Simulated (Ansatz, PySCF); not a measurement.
Molecule: AlCl3 (charge 0, singlet). SMILES: [Cl][Al]([Cl])[Cl]
Structure (B3LYP-D3(BJ)/def2-TZVP (Ansatz, a program for electronic structure) minimum search):
```xyz
4

Al     0.0000     0.0000     0.0000
Cl    -0.0059     2.0762     0.0283
Cl     1.8011    -1.0328    -0.0289
Cl    -1.7952    -1.0434     0.0007
```
Charge 0, spin multiplicity 1.

PBE beside other levels, property by property. Correlated levels leave the core frozen unless marked. Open shells are spin-unrestricted. Spin-orbit coupling is left out. No relativistic terms. Basis-set limits of correlation are two-point, X^-3; Hartree-Fock from the larger set. Rows marked 298 K are enthalpies with B3LYP-D3(BJ) harmonic zero-point and thermal terms from PySCF. Enthalpies of formation rest on the atoms' values in the G2/97 table (older ones for B and Si), with no core term in the frozen-core levels. The coupled-cluster column (Ansatz) is a level with limits of its own: CCSD(T)/CBS(cc-pV(T+d)Z,cc-pV(Q+d)Z).

```json
[
 {"property": "Al-Cl bond dissociation enthalpy, 298 K, to [Cl][Al][Cl] + Cl atom (kcal/mol)", "PBE/def2-TZVPD (Ansatz)": "111.2", "M06-2X/def2-TZVPD (PySCF)": "113.3", "CAM-B3LYP/def2-TZVPD (Ansatz)": "111.2", "B2PLYP-D3(BJ)/def2-TZVPD (Ansatz + dftd3)": "113.3", "coupled cluster": "118.1", "measured": "-"},
 {"property": "enthalpy of formation at 298 K by atomisation (kcal/mol)", "PBE/def2-TZVPD (Ansatz)": "-139.8", "M06-2X/def2-TZVPD (PySCF)": "-144.4", "CAM-B3LYP/def2-TZVPD (Ansatz)": "-131.8", "B2PLYP-D3(BJ)/def2-TZVPD (Ansatz + dftd3)": "-137.6", "coupled cluster": "-147.3", "measured": "-139.7"}
]
```

Measured values: G2/97 table in ASE (Curtiss et al.); they hold spin-orbit effects, which all levels lack, and core correlation, which the frozen-core levels lack. This is an older compilation, not checked against later work.

As the rows show:
- Al-Cl bond dissociation enthalpy, 298 K, to [Cl][Al][Cl] + Cl atom: PBE lies 6.9 kcal/mol below coupled cluster.
- enthalpy of formation at 298 K by atomisation: PBE agrees within rounding with the measured value.
